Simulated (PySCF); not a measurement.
# Gas-phase XPS of (H3Si)2CH2, computed

Compound: (H3Si)2CH2, CH8Si2.
Bonds: Si1–C5, C5–Si6. Hydrogens: H2, H3, H4 on Si1; H10, H11 on C5; H7, H8, H9 on Si6.

Method: delta-SCF UKS SCAN, pcX-2 on the ionised atom, pcseg-1 elsewhere, spin-free X2C in PySCF. Binding energies are ΔSCF values: E(core-ionised, relaxed orbitals) − E(ground state) at a fixed geometry, referred to the vacuum level.

**Question.** What binding energy does each computed site have?

**Answer.** 
| atom(s) | environment | level | binding energy (eV) | 2p1/2 (eV) | count |
| --- | --- | --- | --- | --- | --- |
| Si1/Si6 | silicon bonded to C and 3 H | Si 1s | 1846.50 | – | 2 |
| C5 | carbon bonded to 2 Si and 2 H | C 1s | 290.08 | – | 1 |
| Si1/Si6 | silicon bonded to C and 3 H | Si 2p3/2 | 106.72 | 107.35 | 2 |

**Question.** Which photon wavelength matches the Si 1s of Si1/Si6 threshold?

**Answer.** λ = hc/E = 12398.42 eV Å / 1846.50 eV = 6.715 Å.

The first atom of each set that the bonding makes equivalent was ionised and stands for the set. Spin–orbit and ligand-field terms were added within each 2p shell after the spin-free SCF. 2p1/2 minus 2p3/2 (ligand field included): Si 0.62 eV. Isolated species at its PBE0-D3(BJ)/def2-SVP geometry, gas phase.
